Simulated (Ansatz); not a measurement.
What does this script print? It uses Ansatz's Python interface.

The script reads `h4nosi.xyz`:
```text
7

O     1.73780   -0.81210   -0.16870
N     1.03950    0.33140   -0.35920
Si   -0.67700   -0.05160   -0.03120
H     1.34600    0.99830    0.38390
H    -0.81150   -0.58580    1.33250
H    -1.15130   -1.05160   -0.99960
H    -1.48360    1.17140   -0.15770
```

The script, `h4nosi_basis.py`:
```python
# -*- coding: utf-8 -*-
"""Basis-set convergence for H4NOSi."""

import ansatz as az


def main():
    system = az.Crystal.molecule_from_extxyz("h4nosi.xyz")

    calculation = (
        system.calculation()
        .correlation("mp2")  # correlation on top of the mean field
        .spin("collinear", total=1)  # two spin channels
    )

    energies = {}
    for basis in ["cc-pVDZ", "cc-pVTZ"]:
        report = calculation.basis(gaussian=basis).run(threads=1, backend="cpu").report
        size = report["n_frozen"] + report["n_occupied"][0] + report["n_virtual"][0]
        energies[basis] = (report["reference_energy_ev"] / 27.211386246, report["free_energy_ev"] / 27.211386246)
        print(f"{basis:14s} {size:4d} orbitals  reference {energies[basis][0]:14.6f} Ha  total {energies[basis][1]:14.6f} Ha")

    # correlation energy at the basis limit from E(X) = E + A / X^3
    small, large = (energies[b][1] - energies[b][0] for b in ("cc-pVDZ", "cc-pVTZ"))
    limit = (3 ** 3 * large - 2 ** 3 * small) / (3 ** 3 - 2 ** 3)
    print(f"correlation energy: {small:.6f} and {large:.6f} Ha, extrapolated {limit:.6f} Ha")
    print(f"share caught by the larger set: {100 * large / limit:.1f} %")


if __name__ == "__main__":
    main()
```

```console
$ python h4nosi_basis.py
cc-pVDZ          66 orbitals  reference    -420.499406 Ha  total    -420.924758 Ha
cc-pVTZ         150 orbitals  reference    -420.559895 Ha  total    -421.098971 Ha
correlation energy: -0.425353 and -0.539076 Ha, extrapolated -0.586959 Ha
share caught by the larger set: 91.8 %
```

Against cc-pVDZ: cc-pVTZ -174.2 mHa. The last step alone is -174.21 mHa. From the first set to the last the time grows from 0.9 to 4.1 s.

What to keep in mind:
- The drop along the ladder measures the basis error, and is no property of the molecule.
- The geometry is a force-field or estimated start, not a minimum of this method, and the last set is no limit. Much of the fall in a total is atomic energy, which cancels in bond and reaction energies.
- The run takes the species as open-shell (spin multiplicity 2), which needn't be its ground state.
- Inner cores stay frozen, so this is valence correlation.
- For Al to Cl the sets with a tight d function, cc-pV(X+d)Z, are usual.
- An extrapolation from small basis sets is rough.
- Finished in 5.3 s on 1 thread of Arm Neoverse V2 (shared host), peak memory 0.33 GiB.
